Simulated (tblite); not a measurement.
C3HClNO (doublet state).
SMILES: `Clc1co[c]n1`

Computed with GFN2-xTB (tblite): harmonic, unscaled wavenumbers at the GFN2-xTB geometry, gas phase. The method is semi-empirical: single wavenumbers can be off by several per cent or more. Open shells enter through the occupations alone, without spin polarisation, and single modes of such species can be off by tens of per cent.

Harmonic wavenumbers (cm⁻¹): 245.7, 279.8, 467.2, 485.6, 601.4, 717.6, 869.6, 927.3, 1032.1, 1089.3, 1155.2, 1230.4, 1474.2, 1555.8, 3200.4.

A = 10384, B = 2200, C = 1815 MHz; mass 101.975 u (most abundant isotopes); point group Cs, symmetry number 1; spin multiplicity 2.

Q: What is the zero-point energy?

A: Half the sum of the wavenumbers: 7666 cm⁻¹ = 21.92 kcal/mol.

Q: Give the ideal-gas entropy at 298.15 K and 1 bar in the rigid-rotor, harmonic-oscillator model (classical rotation).

A: Translation 39.80, rotation 26.45, vibration 6.01, spin (R ln 2) 1.38: S = 73.6 cal/(mol K).

Q: And Cp and H(298.15 K) − H(0)?

A: Cp = 18.06 cal/(mol K), of which vibrations give 10.12 (their classical limit is 15 R = 29.8); H(298.15 K) − H(0) = 3.56 kcal/mol without the zero-point energy, 1.19 from vibrations.

Q: What must be added to the electronic energy to get the Gibbs energy at 298.15 K and 1 bar?

A: ZPE + [H(298.15 K) − H(0)] − T·S = 21.92 + 3.56 − 21.96 = 3.52 kcal/mol.

Q: Which modes carry the vibrational entropy at 298.15 K?

A: 245.7 cm⁻¹: 1.76; 279.8 cm⁻¹: 1.53; 467.2 cm⁻¹: 0.75; 485.6 cm⁻¹: 0.70; 601.4 cm⁻¹: 0.45; 717.6 cm⁻¹: 0.29 cal/(mol K); the other 9 give 0.54 together.

Q: How do the functions run with temperature in this model?

A: 
| T (K) | S (cal/(mol K)) | Cp (cal/(mol K)) | H − H(0) (kcal/mol) | G − H(0) (kcal/mol) | ln q(vib) |
| --- | --- | --- | --- | --- | --- |
| 100 | 59.4 | 9.5 | 0.83 | -5.11 | 0.05 |
| 200 | 67.3 | 13.8 | 2.00 | -11.47 | 0.42 |
| 300 | 73.8 | 18.1 | 3.60 | -18.53 | 1.02 |
| 500 | 84.8 | 25.0 | 7.96 | -34.42 | 2.54 |
| 800 | 97.9 | 30.5 | 16.39 | -61.90 | 4.95 |
| 1000 | 104.9 | 32.4 | 22.69 | -82.19 | 6.49 |

q(vib) and H(0) count from the zero-point level.

Hindered rotation and anharmonicity are outside this model.
